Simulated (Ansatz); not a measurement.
Seven cases of bond dissociation energy with Al to Br (electronic energies, kcal/mol); geometries: B3LYP-D3(BJ)/def2-TZVP. The cases were drawn at random from those of this class that have a high level and all functionals, leaving out states under which another spin lies or may lie. Left out are anions, K, Ca, elements past Kr, ionisation of Li, Na and Mg, pi-pi* triplets of linear molecules and other triplets made from a closed-shell parent. Runs that doubt their state, and full CI more than 15 mEh from coupled cluster, are set aside; a case stays where another high level and all functionals remain. AFQMC serves as high level only in triple zeta or larger, with a steady walk, a bar under 0.8 kcal/mol and agreement with other high levels or trials where they ran; where none ran, an unstable determinant or (outside 3d species) a high T1 diagnostic also bars it, so strongly correlated cases are thinned. No case was kept or dropped by the size of a functional's miss. High levels with a bar over 0.5 kcal/mol are left out too, and the seventh case lies inside the range of the six. Affinities count positive where energy is released, gaps as the second state minus the first. B3LYP is by Ansatz (a quantum-chemistry and plane-wave program) in def2-TZVPD. High levels (Ansatz): P = CCSD(T)/CBS(cc-pV(Q+d)Z,cc-pV(5+d)Z) + [CCSDT(Q) - CCSD(T)]/cc-pV(D+d)Z + core + X2C; Q = CCSD(T)/CBS(cc-pV(T+d)Z,cc-pV(Q+d)Z) + [CCSDT(Q) - CCSD(T)]/cc-pV(D+d)Z + core + X2C; R = CCSD(T)/CBS(cc-pVQZ,cc-pV5Z) + [CCSDT(Q) - CCSD(T)]/cc-pVTZ; S = CCSD(T)/CBS(cc-pVQZ,cc-pV5Z) + [CCSDT(Q) - CCSD(T)]/cc-pVTZ + [CCSDTQ - CCSDT(Q)]/cc-pVDZ. Radicals and triplets start from unrestricted determinants; spin-orbit coupling is neglected. Correlated methods leave the cores frozen (noble-gas shells, and filled d and f shells in the p block). Rows without X2C or -DK are non-relativistic. CBS(X,Y): correlation extrapolated as X^-3, Hartree-Fock from the larger set (Q,5: extrapolated as (X+1)exp(-9√X)). A bracket is a step between two methods taken in the basis named. The functionals are non-relativistic, so their misses hold any scalar relativity. 'core' is core correlation in cc-pwCVTZ (1s frozen past Ne), 'X2C' scalar relativity in cc-pVTZ-DK, both at CCSD(T). Where a partner has so few electrons that a lower coupled-cluster level is exact, that level stands in. Spin-orbit terms, left out, reach several kcal/mol for Br and I, and more for heavier atoms.

```csv
case,B3LYP,level,high level
"GeH2F2 (SMILES [F][GeH2][F]) → GeH2F (SMILES [GeH2][F], doublet) + F (doublet)",128.4,R,137.3
"CHClF2 (SMILES FC(F)Cl) → CClF2 (SMILES F[C](Cl)F, doublet) + H (doublet)",104.7,P,108.6
"CH4BCl (SMILES ClBC) → CH4B (SMILES [BH]C, doublet) + Cl (doublet)",122.4,Q,128.9
"H3BSO (SMILES OBS) → BH2S (SMILES [BH]S, doublet) + HO (SMILES [OH], doublet)",143.2,P,149.5
"BH3Se (SMILES B[SeH]) → BH2Se (SMILES [Se]B, doublet) + H (doublet)",78.7,S,80.9
"H3BSO2 (borothioic acid, SMILES OB(O)S) → H2BO2 (SMILES O[B]O, doublet) + HS (SMILES [SH], doublet)",101.3,Q,109.5
"BHBr2 (dibromoborane, SMILES BrBBr) → BBr2 (SMILES Br[B]Br, doublet) + H (doublet)",106.5,R,withheld
```

Q: Fit a straight line from B3LYP to the high level over the first six rows by least squares, predict the seventh, and compare with the calculation.

A: Means: B3LYP 113.12, high level 119.12. Sxx = 2619.75, Sxy = 2800.2, slope 1.0689, intercept -1.79 kcal/mol; residual standard deviation 2.2 kcal/mol. Seventh row: 1.0689·(106.5) -1.79 = 112.0 kcal/mol. The calculation gave 108.1 kcal/mol: the line differs from it by +3.9, B3LYP itself by -1.6.
